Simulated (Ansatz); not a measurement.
A ladder of methods for SiHF2 (SMILES F[SiH]F)

The species is SiHF2 (4 atoms), meant as a doublet with charge 0. As SMILES, `F[SiH]F`. The coordinates come from a GFN2-xTB relaxation.

```xyz
4

F     1.2269    0.6530   -0.4103
Si   -0.0281   -0.3429   -0.3011
F    -1.2342    0.7162   -0.2528
H     0.0353   -1.0263    0.9641
```

Quantity: the energy change with the F1–Si2 bond stretched from 1.606 to 2.007 Å, in eV. The values are calculated.

```csv
level,kind,program,value (eV),less FCI/STO-3G,CPU time (all runs)
U-revPBE/STO-3G,GGA,Ansatz,0.87,-0.24,2.5 s
U-r2SCAN0/STO-3G,hybrid meta-GGA,Ansatz,1.36,+0.25,4.7 s
UB3LYP/STO-3G,global hybrid,Ansatz,1.16,+0.05,2.6 s
U-wB97M-V/STO-3G,range-separated hybrid,Ansatz,1.33,+0.22,22 s
UB2PLYP/STO-3G,double hybrid,Ansatz,1.32,+0.21,2.5 s
UBCCD(T)/STO-3G,coupled cluster or CI,Ansatz,1.14,+0.03,0.54 s
UCCSD/STO-3G,coupled cluster or CI,Ansatz,1.14,+0.03,0.5 s
UCCSDTQ/STO-3G,coupled cluster or CI,Ansatz,1.11,0.00,3.2 min
FCI/STO-3G,exact in the basis,Ansatz,1.11,0.00,2 s
```

FCI/STO-3G is exact within its basis and frozen core, so for wave-function methods in that basis the difference is their error; functionals converge differently with the basis, so for them it is only a difference. The first shape isn't each level's own minimum. The values span 0.87 to 1.36 eV. Spin contamination of the reference (⟨S²⟩ at least 0.1 too high) touches UBCCD(T)/STO-3G, UCCSD/STO-3G, UCCSDTQ/STO-3G. All rows use very small basis sets, so even the best lies far from the true value. Times are those of the runs behind each value, whatever else they computed, on shared processors of several kinds: orders of magnitude only.
